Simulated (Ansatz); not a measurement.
Process, species as SMILES: O=S(F)F + 3 [H][H] (H2) → 2 F (HF) + O (H2O) + S (H2S)
B3LYP-D3(BJ)/def2-TZVP geometries, fixed; electronic energies without zero-point terms.
Largest species:
```
S
O 1 1.4239
F 1 1.6063 2 106.51
F 1 1.6063 2 106.51 3 98.37
```

Basis-set convergence of the energy of full hydrogenation at CCSD(T) with Ansatz (a program for electronic structure). Cartesian d functions, on some or all atoms, in 6-31G*; all else is spherical. Cores are frozen. No added dispersion term, no relativity. Functions are those of the species that has most. Reference: Hartree-Fock in cc-pV(Q+d)Z plus the correlation part extrapolated as X^-3 from cc-pV(T+d)Z and cc-pV(Q+d)Z, -63.08 kcal/mol, itself unsure by roughly 0.30 kcal/mol (a third of the extrapolation step and of the last Hartree-Fock step).

```
basis              functions  energy of full hydrogenation (kcal/mol)
-----------------  ---------  ---------------------------------------
6-31G                     40                                      ___
def2-SVP                  60                                   -86.11
6-31G*                    64                                   -41.88
cc-pV(D+d)Z               65                                   -78.74
aug-pcseg-1               96                                      ___
aug-cc-pV(D+d)Z          101                                   -82.11
6-311++G(2d,2p)          116                                      ___
cc-pV(T+d)Z              129                                   -64.15
6-311++G(3df,3pd)        164                                   -73.51
def2-TZVPD               166                                      ___
aug-cc-pV(T+d)Z          193                                   -65.89
def2-QZVPP               241                                   -64.90
pcseg-3                  244                                   -62.90
```

Q: Some entries are withheld; supply them.

A: 
- 6-31G, energy of full hydrogenation (kcal/mol): -130.35
- aug-pcseg-1, energy of full hydrogenation (kcal/mol): -90.00
- 6-311++G(2d,2p), energy of full hydrogenation (kcal/mol): -83.37
- def2-TZVPD, energy of full hydrogenation (kcal/mol): -60.36
